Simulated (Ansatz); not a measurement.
We consider rock-salt MgSe, described by LDA (Ansatz, an electronic-structure program, plane waves, PAW).

Total energies, extrapolated to zero smearing (they compare only within this program, potentials and cutoff):

```csv
system,energy (eV/atom)
"rock-salt MgSe, relaxed",-3643.7245
hcp Mg,-1901.6040
trigonal Se,-5383.2601
```

Task: Work out the enthalpy of formation per atom.

Result: ΔH_f ≈ ΔE = -3643.7245 − [1 × (-1901.6040) + 1 × (-5383.2601)]/2 = -1.292 eV/atom (0 K, no vibrations). The reference value is -1.52 eV/atom (measured, 298 K, no zero-point or thermal correction; as tabulated in Zhang et al. (2018), doi:10.1038/s41524-018-0065-z), a difference of +0.228 eV/atom.

The PAW data were made under PBE.
